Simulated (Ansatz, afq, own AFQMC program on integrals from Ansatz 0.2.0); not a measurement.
# Si$_{2}$H$_{4}$, singlet in cc-pVDZ, levels against CCSDT(Q)

```xyz
6

Si    0.0000    0.0325    1.1295
Si    0.0000   -0.0813   -1.2584
H     0.0000    1.3666    1.7907
H     1.1977   -0.7210    1.6091
H    -1.1977   -0.7210    1.6091
H     0.0000    1.4351   -1.4171
```

Connectivity, by distances: SiH3–SiH.

Basis cc-pVDZ. Only valence electrons are correlated. Ansatz 0.2.0 and our own AFQMC program on the same integrals; the CISD trial comes from CCSD amplitudes, and released means the phaseless constraint is let go. ± is one standard error of the sampling.

Determinant: RHF, the one that the program's search chose, which needn't be the lowest solution. The geometry is a PBE0/def2-TZVP stationary point of this or a neighbouring charge and spin state.

No full CI on the walks' own integrals is used here; CCSDT(Q) serves as the reference and is uncertain by about the last step of the cluster series.

Cautions: higher spins were not checked; restricted determinant unstable towards unrestricted (UHF 119 meV lower, ⟨S²⟩ 0.45).

- T1 diagnostic: 0.0150
- weight of the determinant in the CISD state: 0.851
- size of the correlated space: 12 electrons in 46 orbitals

Reference: CCSDT(Q), correlation energy -6.624 eV. The released energy is read at 2.40 1/Eh (meV from the phaseless value at times in 1/Eh: -5 ± 10 at 0.24, -12 ± 14 at 0.51, -11 ± 13 at 0.99, -2 ± 15 at 1.62, -13 ± 16 at 2.40).

```json
{"level": "HF", "E − E(reference) (meV)": "6624.3", "share of correlation (%)": "0.00"}
{"level": "MP2", "E − E(reference) (meV)": "1536.6", "share of correlation (%)": "76.80"}
{"level": "CCSD", "E − E(reference) (meV)": "208.2", "share of correlation (%)": "96.86"}
{"level": "CCSD(T)", "E − E(reference) (meV)": "42.7", "share of correlation (%)": "99.36"}
{"level": "CCSDT", "E − E(reference) (meV)": "8.5", "share of correlation (%)": "99.87"}
{"level": "ph-AFQMC/HF", "E − E(reference) (meV)": "-16.2 ± 48.0", "share of correlation (%)": "100.24"}
{"level": "ph-AFQMC/CISD", "E − E(reference) (meV)": "3.4 ± 10.6", "share of correlation (%)": "99.95"}
{"level": "released AFQMC", "E − E(reference) (meV)": "-9.4 ± 16.1", "share of correlation (%)": "100.14"}
```

A walk keeps the symmetry of its determinant, which the program's search chose and which needn't be the lowest solution, so a lower state of the same spin and another symmetry isn't excluded. Released energies are given only where the last usable release times agree within the noise; a slower fall can still hide under it.
